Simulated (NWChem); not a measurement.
# SiH3SO (SMILES O[SiH2][S]): UB3LYP/6-31G(d) (spherical functions)

Aim: the vertical ionisation energy of SiH3SO at UB3LYP/6-31G* (spherical functions), from 2 runs. 

Program for the calculation: NWChem 7.3.0.

## 1. Starting point

SiH3SO: 6 atoms, total charge 0, spin state doublet. SMILES: `O[SiH2][S]`. Geometry: relaxed at PBE0-D4/def2-TZVP. This is one conformer, not always the lowest.

Bond lengths: O1–Si2 1.639 Å, Si2–S3 2.114 Å, O1–H4 0.959 Å, Si2–H5 1.491 Å, Si2–H6 1.479 Å. Angles: O1–Si2–S3 115.7°, O1–Si2–H5 112.5°, O1–Si2–H6 104.9°, S3–Si2–H5 101.6°, S3–Si2–H6 110.7°, Si2–O1–H4 117.8°, H5–Si2–H6 111.7°.

## 2. A single-point energy at UB3LYP/6-31G(d) (spherical functions)

Input file run.nw:

```
start run
memory stack 880 mb heap 220 mb global 1100 mb
charge 0

geometry units angstrom noautosym nocenter noautoz
  O    -0.506200   -1.252800    0.071600
  Si    0.267300    0.188600    0.177600
  S    -0.863300    1.879100   -0.400100
  H    -0.970300   -1.452500   -0.743200
  H     1.434000    0.278400   -0.746100
  H     0.680600    0.295200    1.593900
end

basis spherical bse
  * library 6-31G*
end

dft
  xc b3lyp
  mult 2
  grid fine
  convergence energy 1e-08
  iterations 100
  mulliken
  noprint "final vectors analysis"
end

task dft energy
```

Launch:

```console
$ nwchem run.nw > run.out
```

What it wrote:

```text
[...]
          Wavefunction type:  spin polarized.
          No. of atoms     :     6
          No. of electrons :    41
[...]
          Charge           :     0
          Spin multiplicity:     2
[...]
          AO basis - number of functions:    56
[...]
              XC Information
              --------------
                         B3LYP Method XC Potential
                     Hartree-Fock (Exact) Exchange  0.200
                        Slater Exchange Functional  0.800 local
                    Becke 1988 Exchange Functional  0.720 non-local
              Lee-Yang-Parr Correlation Functional  0.810
                  VWN I RPA Correlation Functional  0.190 local
[...]
 d= 0,ls=0.0,diis     1   -764.6545567741 -9.08D+02  1.01D-02  1.32D-01     2.5
[...]
 d= 0,ls=0.0,diis    15   -764.7236636691 -3.34D-09  2.06D-07  6.98D-11    25.0
[...]
         Total DFT energy =     -764.723663669147
      One electron energy =    -1342.107628014634
           Coulomb energy =      490.391882330008
    Exchange-Corr. energy =      -56.424032228353
 Nuclear repulsion energy =      143.416114243832
[...]
      Total Density - Mulliken Population Analysis
     ---------------------------------------------
    Atom       Charge   Shell Charges
 -----------   ------   -------------------------------------------------------
    1 O    8     8.69   2.00  0.90  2.95  0.93  1.88  0.02
    2 Si  14    13.43   2.00  2.00  5.96  0.96  1.77  0.17  0.29  0.28
    3 S   16    16.20   2.00  2.00  5.97  1.40  2.93  0.55  1.33  0.02
    4 H    1     0.57   0.47  0.10
    5 H    1     1.07   0.51  0.56
    6 H    1     1.05   0.51  0.54
[...]
      <S2> =      0.7527 (Exact =     0.7500)
[...]
```

Wall time 26 s (1 thread of Intel Xeon Platinum 8488C (Sapphire Rapids), shared host); peak memory 0.12 GiB.

## 3. The singlet cation

Input file struct.nw:

```
start struct
title "H3OSSi B3LYP"
memory total 2200 mb
charge 1

geometry units angstroms noautosym nocenter noautoz
  O       -0.506200      -1.252800       0.071600
  Si       0.267300       0.188600       0.177600
  S       -0.863300       1.879100      -0.400100
  H       -0.970300      -1.452500      -0.743200
  H        1.434000       0.278400      -0.746100
  H        0.680600       0.295200       1.593900
end

basis "ao basis" spherical bse
  O library 6-31G*
  Si library 6-31G*
  S library 6-31G*
  H library 6-31G*
end

dft
  xc b3lyp
  grid fine
  convergence energy 1e-08
  iterations 100
  mulliken
  noprint "final vectors analysis"
end

task dft energy
```

Launch:

```console
$ nwchem struct.nw > struct.out
```

What it wrote:

```text
[...]
          Wavefunction type:  closed shell.
          No. of atoms     :     6
          No. of electrons :    40
[...]
          Charge           :     1
          Spin multiplicity:     1
[...]
          AO basis - number of functions:    56
[...]
              XC Information
              --------------
                         B3LYP Method XC Potential
                     Hartree-Fock (Exact) Exchange  0.200
                        Slater Exchange Functional  0.800 local
                    Becke 1988 Exchange Functional  0.720 non-local
              Lee-Yang-Parr Correlation Functional  0.810
                  VWN I RPA Correlation Functional  0.190 local
[...]
 d= 0,ls=0.0,diis     1   -764.1535934883 -9.08D+02  4.67D-02  1.62D+00     1.9
[...]
 d= 0,ls=0.0,diis    14   -764.3238527274 -4.00D-09  5.58D-06  3.97D-09    16.3
         Total DFT energy =     -764.323852727438
      One electron energy =    -1331.591863513913
           Coulomb energy =      479.905877108573
    Exchange-Corr. energy =      -56.053980565930
 Nuclear repulsion energy =      143.416114243832
[...]
      Total Density - Mulliken Population Analysis
     ---------------------------------------------
    Atom       Charge   Shell Charges
 -----------   ------   -------------------------------------------------------
    1 O    8     8.61   2.00  0.91  2.94  0.93  1.81  0.02
    2 Si  14    13.39   2.00  2.00  5.96  1.01  1.83  0.13  0.20  0.27
    3 S   16    15.68   2.00  2.00  5.97  1.49  2.77  0.47  0.96  0.02
    4 H    1     0.52   0.46  0.07
    5 H    1     0.90   0.46  0.43
    6 H    1     0.90   0.48  0.42
[...]
```

Wall time 17 s (1 thread of Intel Xeon Platinum 8488C (Sapphire Rapids), shared host); peak memory 0.12 GiB.

## 4. Summary of results

Level: UB3LYP/6-31G* (spherical functions).

| quantity | value |
| --- | --- |
| doublet SiH3SO: total energy | -764.72366 Eh |
| doublet SiH3SO: dipole moment | 1.30 D |
| doublet SiH3SO: ⟨S²⟩ | 0.753 |
| singlet cation: total energy | -764.32385 Eh |
| vertical ionisation energy (to the singlet cation) | 10.879 eV |

What this shows: Removing an electron at fixed nuclei costs 10.88 eV (251 kcal/mol). Only the singlet of the ionised species was computed; a triplet could lie lower.
